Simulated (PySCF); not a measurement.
An unknown is described by computed data only.

Formula: C2H4F3N.

| Quantity | Value |
| --- | --- |
| Dipole | 3.08 D [PBE0/pcSseg-1] |
| 13C NMR | chemical shifts (computed TMS as zero) by class: 134.6 (1 C), 50.7 (1 C) ppm [GIAO PBE0/pcSseg-1] |
| NMR, other nuclei | isotropic shieldings of nuclei other than C and H, by class: 245 (1 N), 263 (3 F) ppm [GIAO PBE0/pcSseg-1] |
| Rotational structure | rotational constants A, B, C: 5.335, 2.815, 2.775 GHz [GFN2-xTB] |
| 1H NMR | chemical shifts (computed TMS as zero) by class: 3.52 (2 H), 0.67 (2 H) ppm [GIAO PBE0/pcSseg-1] |
| Couplings | largest of the computed one-bond spin–spin couplings (means over like bonds): 19F–13C -345.4 (×3), 13C–1H +143.0 (×2), 15N–1H -70.6 (×2), 13C–13C +67.1, 15N–13C -5.5 Hz [B3LYP/pcJ-1, spin–dipole term left out for some pairs] |

The electronic properties come from PySCF, for the isolated species, density fitting. Levels stand in brackets. The structure is a single GFN2-xTB conformer in the gas phase; no vibrational or solvent corrections. NMR values are class means; diastereotopic atoms form classes of their own.

Task: Give a SMILES that accounts for the data.

Result: Numbering: `[NH2:1][CH2:2][C:3]([F:4])([F:5])[F:6]`. Its formula, C2H4F3N, gives 0 degrees of unsaturation, so no ring and no π bond. 2 carbons fall into 2 classes; from least to most shielded: CF3 carbon [C3] (134.6 ppm), sp3 carbon bound to nitrogen [C2] (50.7 ppm). Hydrogen classes from least to most shielded: 2 H on an sp3 carbon bound to nitrogen, C2 (3.52 ppm), 2 H on a primary amine nitrogen, N1 (0.67 ppm). The other shieldings belong to: 245 ppm, primary amine nitrogen [N1]; 263 ppm, fluorine of a CF3 group [F4/F5/F6]. The couplings run between: -345.4 Hz, fluorine of a CF3 group [F4] and CF3 carbon [C3] (with 2 like pairs); +143.0 Hz, sp3 carbon bound to nitrogen [C2] and its hydrogen (with 1 like pair); -70.6 Hz, primary amine nitrogen [N1] and its hydrogen (with 1 like pair); +67.1 Hz, sp3 carbon bound to nitrogen [C2] and CF3 carbon [C3]; -5.5 Hz, primary amine nitrogen [N1] and sp3 carbon bound to nitrogen [C2]. By its constants the optimised geometry is a nearly prolate symmetric top. Structure: `C(N)C(F)(F)F` (CF3CH2NH2). The assignments are read from this structure; whether some other isomer fits the data as well wasn't checked.

Conformer computed: `[NH2:1][CH2:2][C:3]([F:4])([F:5])[F:6]`: N1–C2–C3–F4 60°, H–N1–C2–C3 178°, H–N1–C2–C3 -61°.
